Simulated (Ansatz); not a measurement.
# Worked example: correlation energy of BO, quartet

Geometry: that of the BO, doublet, kept fixed. The doublet lies 6.6 eV lower here.

```xyz
2

B     0.0000    0.0000    0.0000
O     0.0000    0.0000    1.2006
```

Basis 6-31G; Ansatz 0.2.0. Correlated methods freeze the noble-gas cores, which leaves 9 electrons in 16 orbitals. R marks a restricted (for open shells ROHF) determinant, U an unrestricted one.

Full CI is exact within this basis and frozen core; it isn't the basis-set limit. The frozen core follows each run's orbitals, which can shift R against U totals by a few meV.

The determinant fills πx and πy unequally, so it is a mixture of Σ and Δ, which weighs on every level built on one determinant.

Runs differ by some tens of microhartree through their thresholds and, for an open shell, their frozen cores, so the step to full CI, which has another core, is uncertain by up to 0.1 kcal/mol.

```json
{"level": "UHF", "total energy (hartree)": "-99.285051"}
{"level": "UMP2", "total energy (hartree)": "-99.382390"}
{"level": "UCCSD", "total energy (hartree)": "-99.399099"}
{"level": "UCCSD(T)", "total energy (hartree)": "-99.404867"}
{"level": "UCCSDT*", "total energy (hartree)": "-99.412930"}
{"level": "UCCSDT(Q)*", "total energy (hartree)": "-99.413465"}
{"level": "UCCSDTQ*", "total energy (hartree)": "-99.413192"}
{"level": "full CI", "total energy (hartree)": "-99.413219"}
```

Problem. What is the correlation energy at full CI, and what share of it do UMP2 and UCCSDT recover?

Solution. E(corr) = -99.413219 − (-99.285051) = -0.128168 hartree = -3.488 eV. UMP2: -0.097339 / -0.128168 = 75.95 %. UCCSDT: -0.127879 / -0.128168 = 99.77 %.

Problem. By how many kcal/mol does UCCSD(T) miss full CI (1 hartree = 627.509 kcal/mol), and which steps make up the rest?

Solution. -99.404867 − (-99.413219) = 0.008352 hartree = 5.24 kcal/mol. Steps: UCCSDT − UCCSD(T) = -5.06, UCCSDT(Q) − UCCSDT = -0.34, UCCSDTQ − UCCSDT(Q) = 0.17, full CI − UCCSDTQ = -0.02 kcal/mol. With more than one leading determinant such errors change with state and geometry, and needn't cancel in differences.

An asterisk marks runs whose energy the program itself flagged as in doubt.
